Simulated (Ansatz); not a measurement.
The cluster Li2S⁻, relaxed as a quartet with UKS r2SCAN-D4/def2-TZVPD in Ansatz, starting from the r2SCAN-D4/def2-TZVPD geometry of the charge -1 doublet. Force threshold 0.02 eV/Å.

The highest occupied level of the charge -1 quartet lies above zero (up to 0.75 eV). The electron is either unbound and held by the finite basis, or the level is raised by self-interaction error. At r2SCAN-D4/def2-TZVPD a doublet of charge -1 lies 1.93 eV below the quartet, each at its own geometry. The structure comes from a short search, and lower isomers may exist.

Start:

```csv
atom,x (Å),y (Å),z (Å)
Li1,-1.473,-0.281,-0.293
Li2,0.849,0.839,0.954
S3,0.625,-0.558,-0.662
```

```tsv
step	energy (eV)	largest force component (eV/Å)	SCF passes
1	-11244.1035	1.316	47
2	-11244.3095	0.469	55
3	-11244.3670	0.033	53
4	-11244.3704	0.037	49
5	-11244.3712	0.016	47
```

Force components are those of the run's own axes.

End:

Cartesian coordinates in Å:
```
Li -1.8282 -0.5274 -0.5702
Li 1.3127 0.9881 1.1163
S 0.5156 -0.4607 -0.5461
```

By distances, no bond broke or formed, bridged metal pairs apart. The bond that changes most is Li2–S3, from 2.15 to 2.34 Å (atoms count from 1). Metal–metal contacts that move far: Li1–Li2 2.86 to 3.87 Å.

No frequencies were taken in this run, so the end may be a saddle point.

It took 14 s on 4 threads of Arm Neoverse V1 on a shared host.
